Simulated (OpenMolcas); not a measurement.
# AlH2S (SMILES [AlH][SH]), step by step

We compute the energy (UHF/STO-3G), then a single-point energy (CASSCF(3,3)/STO-3G), then the energy (CASPT2(3,3)/STO-3G), then the energy (SC-NEVPT2(3,3)/STO-3G), then a single-point energy (MRCI(3,3)/STO-3G) of AlH2S. 

Program for the calculation: OpenMolcas 26.06.

1 further run of the same task is left out (set aside as unsound or not needed).

## Step 1: Starting point

AlH2S: 4 atoms, total charge 0, spin state doublet. SMILES: `[AlH][SH]`. The S2–H4 distance was set to 3.322 Å, away from the relaxed value. At this shape a bond of the SMILES string is far longer than usual.

Bond lengths: Al1–S2 2.218 Å, Al1–H3 1.573 Å. Angles: S2–Al1–H3 118.4°.

## Step 2: The energy at UHF/STO-3G (run 1)

File step1.inp:

```
* AlH2S Hartree-Fock

&GATEWAY
  BasLib=$CurrDir
  Coord
  4
  angstrom
  Al       1.667165      -1.931602       0.366079
  S        2.575805       0.083988       0.544109
  H        0.865905      -2.501302       1.593819
  H       -0.168730       1.607180      -0.544510
  Basis=STO-3G
  Group=NoSym

&SEWARD

&SCF
  UHF
  Spin=2
  Scramble=0.25
  PrOrbitals=1 1
```

The basis set STO-3G is read from a file made from the Basis Set Exchange's data (not shown).

On the command line:

```console
$ export MOLCAS_MEM=1860
$ pymolcas step1.inp > step1.log
```

The program printed:

```text
--- Start Module: gateway ---
[...]
--- Stop Module: gateway /rc=_RC_ALL_IS_WELL_ ---
--- Start Module: seward ---
[...]
      Basis functions           20
--- Stop Module: seward /rc=_RC_ALL_IS_WELL_ ---
--- Start Module: scf ---
[...]
       Convergence after  64 Iterations
[...]
::    Total SCF energy                               -633.1721982507
[...]
      Total spin, S                                     0.9182542845
[...]
      Total electronic charge=   31.000000
      Total            charge=   -0.000000
[...]
      Dipole Moment (debye):
      Origin of the operator (angstrom)=    2.1001   -0.8256    0.4647
                   X= -3.3754E-01               Y= -1.9776E+00               Z= -1.4185E+00           Total=  2.4570E+00
      Quadrupole Moment (debye*angstrom):
[...]
--- Stop Module: scf /rc=_RC_ALL_IS_WELL_ ---
[...]
```

Run time: 2.9 s. Hardware: 1 thread of Arm Neoverse V1, shared host; peak memory 0.37 GiB.

## Step 3: The energy at CASSCF(3,3)/STO-3G (run 2)

File step2.input:

```
* AlH2S CASSCF

&GATEWAY
  BasLib=$CurrDir
  Coord
  4
  angstrom
  Al       1.667165      -1.931602       0.366079
  S        2.575805       0.083988       0.544109
  H        0.865905      -2.501302       1.593819
  H       -0.168730       1.607180      -0.544510
  Basis=STO-3G
  Group=NoSym

&SEWARD

&RASSCF
  FileOrb=$CurrDir/step1.UnaOrb
  Spin=2
  Nactel=3 0 0
  Inactive=14
  Ras2=3
  OrbListing=Nothing
```

The basis set STO-3G is read from a file made from the Basis Set Exchange's data (not shown).

On the command line:

```console
$ export MOLCAS_MEM=1860
$ pymolcas step2.input > step2.log
```

The program printed:

```text
--- Start Module: gateway ---
[...]
--- Stop Module: gateway /rc=_RC_ALL_IS_WELL_ ---
--- Start Module: seward ---
[...]
      Basis functions           20
--- Stop Module: seward /rc=_RC_ALL_IS_WELL_ ---
--- Start Module: rasscf ---
[...]
      Number of active orbitals                  3
[...]
      Spin quantum number                      0.5
[...]
      Active orbitals                            3
[...]
      Number of CSFs                             8
[...]
      Number of root(s) required                 1
[...]
      Convergence after 14 iterations
[...]
      printout of CI-coefficients larger than  0.05 for root  1
      energy=    -633.184539
      conf/sym  111     Coeff  Weight
             2  u20   0.88635 0.78562
             7  u02  -0.46300 0.21437
      Natural orbitals and occupation numbers for root  1
      sym 1:   1.000003   1.571240   0.428757
      ************************************************************************************************************************
      *                                                    Final results                                                     *
[...]
::    RASSCF root number  1 Total energy:   -633.18453899
[...]
      Total electronic charge=   31.000000
      Total            charge=   -0.000000
[...]
      Dipole Moment (debye):
      Origin of the operator (angstrom)=    2.1001   -0.8256    0.4647
                   X= -6.7758E-01               Y= -2.5263E+00               Z= -1.2377E+00           Total=  2.8936E+00
      Quadrupole Moment (debye*angstrom):
[...]
--- Stop Module: rasscf /rc=_RC_ALL_IS_WELL_ ---
[...]
```

Run time: 1.9 s. Hardware: 1 thread of Arm Neoverse V1, shared host; peak memory 0.37 GiB.

## Step 4: A single-point energy at CASPT2(3,3)/STO-3G (run 3)

File step3.inp:

```
&GATEWAY
 BASLIB = $CurrDir
 COORD
 4
 angstrom
 Al       1.667165      -1.931602       0.366079
 S        2.575805       0.083988       0.544109
 H        0.865905      -2.501302       1.593819
 H       -0.168730       1.607180      -0.544510
 BASIS = STO-3G
 GROUP = NoSym

&SEWARD

&RASSCF
 FILEORB = $CurrDir/step2.RasOrb
 SPIN = 2
 NACTEL = 3 0 0
 INACTIVE = 14
 RAS2 = 3
 ORBLISTING = Nothing

&CASPT2
 IMAGINARY = 0.1
 FROZEN = 10
```

The basis set STO-3G is read from a file made from the Basis Set Exchange's data (not shown).

On the command line:

```console
$ export MOLCAS_MEM=1860
$ pymolcas step3.inp > step3.log
```

The program printed:

```text
--- Start Module: gateway ---
[...]
--- Stop Module: gateway /rc=_RC_ALL_IS_WELL_ ---
[...]
      Basis functions           20
[...]
--- Start Module: rasscf ---
[...]
      Number of active orbitals                  3
[...]
      Spin quantum number                      0.5
[...]
      Active orbitals                            3
[...]
      Number of CSFs                             8
[...]
      Number of root(s) required                 1
[...]
      Convergence after  4 iterations
[...]
      printout of CI-coefficients larger than  0.05 for root  1
      energy=    -633.184539
      conf/sym  111     Coeff  Weight
             2  u20   0.88635 0.78562
             7  u02  -0.46300 0.21437
      Natural orbitals and occupation numbers for root  1
      sym 1:   1.000003   1.571240   0.428757
      ************************************************************************************************************************
      *                                                    Final results                                                     *
[...]
::    RASSCF root number  1 Total energy:   -633.18453899
[...]
      Total electronic charge=   31.000000
      Total            charge=   -0.000000
[...]
      Dipole Moment (debye):
      Origin of the operator (angstrom)=    2.1001   -0.8256    0.4647
                   X= -6.7757E-01               Y= -2.5263E+00               Z= -1.2377E+00           Total=  2.8936E+00
      Quadrupole Moment (debye*angstrom):
[...]
--- Stop Module: rasscf /rc=_RC_ALL_IS_WELL_ ---
--- Start Module: caspt2 ---
[...]
 ###    WARNING: User changed nr of frozen orbitals.                         ###
 ###############################################################################
[...]
      E2 (Variational):          -0.0333918052
      Total energy:            -633.2179307988
[...]
      Reference weight:           0.97700
[...]
::    CASPT2 Root  1     Total energy:   -633.21793080
[...]
--- Stop Module: caspt2 /rc=_RC_ALL_IS_WELL_ ---
[...]
```

Run time: 1.8 s. Hardware: 1 thread of Arm Neoverse V1, shared host; peak memory 0.37 GiB.

## Step 5: The energy at SC-NEVPT2(3,3)/STO-3G (run 4)

File step4.input:

```
* AlH2S NEVPT2

&GATEWAY
  BasLib = $CurrDir
  Coord
  4
  angstrom
  Al       1.667165      -1.931602       0.366079
  S        2.575805       0.083988       0.544109
  H        0.865905      -2.501302       1.593819
  H       -0.168730       1.607180      -0.544510
  Basis = STO-3G
  Group = NoSym

&SEWARD

&RASSCF
  FileOrb = $CurrDir/step2.RasOrb
  Spin = 2
  Nactel = 3 0 0
  Inactive = 14
  Ras2 = 3
  OrbListing = Nothing

&CASPT2
  SC-NEVPT2
  Frozen = 10
```

The basis set STO-3G is read from a file made from the Basis Set Exchange's data (not shown).

On the command line:

```console
$ export MOLCAS_MEM=1860
$ pymolcas step4.input > step4.log
```

The program printed:

```text
--- Start Module: gateway ---
[...]
--- Stop Module: gateway /rc=_RC_ALL_IS_WELL_ ---
[...]
      Basis functions           20
[...]
--- Start Module: rasscf ---
[...]
      Number of active orbitals                  3
[...]
      Spin quantum number                      0.5
[...]
      Active orbitals                            3
[...]
      Number of CSFs                             8
[...]
      Number of root(s) required                 1
[...]
      Convergence after  4 iterations
[...]
      printout of CI-coefficients larger than  0.05 for root  1
      energy=    -633.184539
      conf/sym  111     Coeff  Weight
             2  u20   0.88635 0.78562
             7  u02  -0.46300 0.21437
      Natural orbitals and occupation numbers for root  1
      sym 1:   1.000003   1.571240   0.428757
      ************************************************************************************************************************
      *                                                    Final results                                                     *
[...]
::    RASSCF root number  1 Total energy:   -633.18453899
[...]
      Total electronic charge=   31.000000
      Total            charge=   -0.000000
[...]
      Dipole Moment (debye):
      Origin of the operator (angstrom)=    2.1001   -0.8256    0.4647
                   X= -6.7757E-01               Y= -2.5263E+00               Z= -1.2377E+00           Total=  2.8936E+00
      Quadrupole Moment (debye*angstrom):
[...]
--- Stop Module: rasscf /rc=_RC_ALL_IS_WELL_ ---
--- Start Module: caspt2 ---
[...]
 ###    WARNING: User changed nr of frozen orbitals.                         ###
 ###############################################################################
[...]
      E2 (Variational):          -0.0322222018
[...]
      E2 (Variational):          -0.0321449590
      Total energy:            -633.2166839527
[...]
      Reference weight:           0.97857
[...]
::    SC-NEVPT2 Root  1     Total energy:   -633.21668395
[...]
--- Stop Module: caspt2 /rc=_RC_ALL_IS_WELL_ ---
[...]
```

It took 1.8 s on 1 thread of Arm Neoverse V1, shared host; peak memory 0.37 GiB.

## Step 6: A single-point energy at MRCI(3,3)/STO-3G (run 5)

File step5.inp:

```
&gateway
baslib=$CurrDir
coord
4
angstrom
Al       1.667165      -1.931602       0.366079
S        2.575805       0.083988       0.544109
H        0.865905      -2.501302       1.593819
H       -0.168730       1.607180      -0.544510
basis=STO-3G
group=NoSym
&seward
&rasscf
fileorb=$CurrDir/step2.RasOrb
spin=2
nactel=3 0 0
inactive=14
ras2=3
orblisting=Nothing
&motra
lumorb
frozen=10
&guga
electrons=11
spin=2
inactive=4
active=3
ciall=1
&mrci
sdci
```

The basis set STO-3G is read from a file made from the Basis Set Exchange's data (not shown).

On the command line:

```console
$ export MOLCAS_MEM=1860
$ pymolcas step5.inp > step5.log
```

The program printed:

```text
--- Start Module: gateway ---
[...]
--- Stop Module: gateway /rc=_RC_ALL_IS_WELL_ ---
[...]
      Basis functions           20
[...]
      Number of active orbitals                  3
[...]
      Spin quantum number                      0.5
[...]
      Active orbitals                            3
[...]
      Number of CSFs                             8
[...]
      Number of root(s) required                 1
[...]
      Convergence after  4 iterations
[...]
      printout of CI-coefficients larger than  0.05 for root  1
      energy=    -633.184539
      conf/sym  111     Coeff  Weight
             2  u20   0.88635 0.78562
             7  u02  -0.46300 0.21437
      Natural orbitals and occupation numbers for root  1
      sym 1:   1.000003   1.571240   0.428757
      ************************************************************************************************************************
      *                                                    Final results                                                     *
[...]
::    RASSCF root number  1 Total energy:   -633.18453899
[...]
      Dipole Moment (debye):
      Origin of the operator (angstrom)=    2.1001   -0.8256    0.4647
                   X= -6.7757E-01               Y= -2.5263E+00               Z= -1.2377E+00           Total=  2.8936E+00
      Quadrupole Moment (debye*angstrom):
[...]
      *** WARNING: Default frozen orbitals is overwritten by user input.
      *** Default values:   7
[...]
--- Start Module: guga ---
[...]
--- Stop Module: guga /rc=_RC_ALL_IS_WELL_ ---
--- Start Module: mrci ---
[...]
       (But an ACPF correction will be computed)
       USE THE DEFAULT ACPF G-VALUE GFAC=  0.18181818181818182
[...]
                      CI ENERGY:  -633.23441706
[...]
                ACPF CORRECTION:    -0.00315388
[...]
      Total electronic charge=   31.000000
      Total            charge=    0.000000
[...]
     ACPF CORRECTION:     -0.00315388
[...]
  CI State   1     Total energy:   -633.23441706     QDav:     -0.00390967     QACPF:     -0.00315388
[...]
--- Stop Module: mrci /rc=_RC_ALL_IS_WELL_ ---
[...]
```

Wall time 2 s (1 thread of Arm Neoverse V1, shared host); peak memory 0.37 GiB.

## Step 7: Summary of results

```
                                                    quantity          value
                             run 1, UHF/STO-3G: total energy  -633.17220 Eh
                            run 1, UHF/STO-3G: dipole moment         2.46 D
       run 1, UHF/STO-3G: HOMO energy (highest over α and β)       -4.37 eV
        run 1, UHF/STO-3G: LUMO energy (lowest over α and β)        6.58 eV
                                     run 1, UHF/STO-3G: ⟨S²⟩          1.761
                     run 2, CASSCF(3,3)/STO-3G: total energy  -633.18454 Eh
   run 2, CASSCF(3,3)/STO-3G: dipole moment (CASSCF density)         2.89 D
                     run 3, CASPT2(3,3)/STO-3G: total energy  -633.21793 Eh
   run 3, CASPT2(3,3)/STO-3G: dipole moment (CASSCF density)         2.89 D
                  run 4, SC-NEVPT2(3,3)/STO-3G: total energy  -633.21668 Eh
run 4, SC-NEVPT2(3,3)/STO-3G: dipole moment (CASSCF density)         2.89 D
                       run 5, MRCI(3,3)/STO-3G: total energy  -633.23442 Eh
     run 5, MRCI(3,3)/STO-3G: dipole moment (CASSCF density)         2.89 D
```

In words: ⟨S²⟩ (run 1, UHF/STO-3G) is 1.76 where a pure doublet has 0.75: the reference is spin-contaminated. The run (run 1, UHF/STO-3G) may have ended on a state above the lowest. Mulliken charges (run 1, UHF/STO-3G) run from -0.30 on H3 to +0.56 on Al1. Mulliken charges (run 3, CASPT2(3,3)/STO-3G) of the CASSCF density run from -0.29 on S2 to +0.57 on Al1; they depend strongly on the basis. Mulliken charges (run 4, SC-NEVPT2(3,3)/STO-3G) of the CASSCF density run from -0.29 on S2 to +0.57 on Al1. Mulliken charges (run 5, MRCI(3,3)/STO-3G) of the CASSCF density run from -0.29 on S2 to +0.57 on Al1; they depend strongly on the basis.
